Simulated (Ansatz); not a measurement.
MgH₂. Total charge 0; triplet. Geometry PBE0-D4/def2-TZVP, that of the neutral singlet; atoms count from 1.

```xyz
3

Mg    0.000    0.000    0.000
H    -1.338    0.908    0.541
H     1.338   -0.908   -0.541
```

At PBE0-D4/def2-TZVP a singlet of charge 0 lies 4.79 eV below the triplet at the same geometry.

(1) Estimate the Mulliken populations from the PBE0/def2-TZVP orbitals of Ansatz.

(2) Where does the spin sit?

Results:

(1) 
```
atom  charge (e)  spin (α − β)
 Mg1       -0.10          0.81
  H2        0.05          0.59
  H3        0.05          0.59
```
Mulliken values and Mayer orders depend strongly on the basis.

(2) Summed by element: Mg 0.81, H 1.19, of 2 unpaired in all. Largest on single atoms: Mg1 0.81, H2 0.59, H3 0.59.
